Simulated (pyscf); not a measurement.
Elimination: HO–AsH–OH → water (H₂O) + O=AsH

Gas phase, singlet surface, charge 0. Bonds broken: O1–As2, O3–H6. Bonds formed: O1–H6. Structures and frequencies: ωB97X-D3(BJ)/def2-SVP in PySCF. Correlated levels are frozen-core, on RHF or UHF. ΔMP2 is the change of the MP2 total energy from the triple- to the quadruple-zeta basis.

Transition state (Å):

```xyz
6

O     -1.9726    -0.1948    -0.4574
As    -0.5702     0.0343     1.0264
O      0.1797     0.6853    -0.3412
H     -2.6617     0.4869    -0.4332
H     -0.2856    -1.4830     0.9003
H     -1.0308     0.2692    -0.8892
```

One imaginary mode, 1191i cm⁻¹; descent along it reached the two sides named, in the forms told below.

```
bond    change  reactant side (Å)  saddle  product side
------  ------  -----------------  ------  ------------
O1–As2  breaks              1.794   2.054         2.413
O3–H6   breaks              0.967   1.392         2.545
O1–H6    forms                2.8   1.135         0.972
```

Electronic energies relative to the reactant's lowest minimum found (kcal/mol):

| level | barrier | reaction energy | reverse barrier |
|---|---|---|---|
| ωB97X-D3(BJ)/def2-TZVP | 43.1 | +46.3 | -3.2 |
| PBE/def2-TZVP | 35.7 | +40.5 | -4.8 |
| r²SCAN/def2-TZVP | 39.4 | +44.6 | -5.2 |
| B3LYP-D3(BJ)/def2-TZVP | 40.6 | +42.1 | -1.5 |
| PBE0-D3(BJ)/def2-TZVP | 40.7 | +45.9 | -5.1 |
| M06-2X/def2-TZVP | 43.5 | +48.9 | -5.4 |
| ωB97M-D3(BJ)/def2-TZVP | 41.9 | +44.0 | -2.1 |
| HF/def2-TZVP | 55.2 | +47.6 | 7.6 |
| MP2/def2-QZVPP | 40.6 | +39.2 | 1.3 |
| CCSD/def2-TZVPP | 44.8 | +42.4 | 2.4 |
| CCSD(T)/def2-TZVPP | 42.0 | +40.4 | 1.6 |
| CCSD(T)/def2-TZVPP + ΔMP2(QZVPP) | 41.8 | +39.9 | 1.9 |

With CCSD(T)/def2-TZVPP + ΔMP2(QZVPP) energies and thermal terms (ideal gas, 1 atm, RRHO with modes under 100 cm⁻¹ raised to 100, one conformer, R ln 2 for rigid chiral ones), in kcal/mol:

| T (K) | ΔH‡ | ΔG‡ | ΔH | ΔG |
|---|---|---|---|---|
| 298 | 38.8 | 39.4 | +37.5 | +27.4 |
| 600 | 38.1 | 40.3 | +37.0 | +17.2 |
| 900 | 37.6 | 41.5 | +36.0 | +7.5 |
| 1200 | 37.3 | 42.9 | +34.9 | -1.8 |

On the product side the descent ends in a bound adduct, 10.9 kcal/mol under the separated species and 7.6 kcal/mol under the saddle at ωB97X-D3(BJ)/def2-TZVP. At ωB97X-D3(BJ), PBE, r²SCAN, B3LYP-D3(BJ), PBE0-D3(BJ), M06-2X, ωB97M-D3(BJ) the saddle lies under the separated products, which points to a path from their complex (located at ωB97X-D3(BJ) alone), and parting the products costs more than the saddle. O=AsH lies 7.5 kcal/mol over its isomer HO–As: [triplet], and others may lie lower still (electronic energy, ωB97M-D3(BJ)). This is the saddle that the search found; another between the same sides may lie lower. The CCSD(T) − MP2 part came from Ansatz, without density fitting, on the same reference. The frozen core leaves the outer d or s,p core shells of the metals and heavy elements correlated in the MP2 and CC values, and def2-TZVPP describes them poorly, which can shift differences by a few kcal/mol. Elements up to Kr have no core potential and no relativistic terms here.
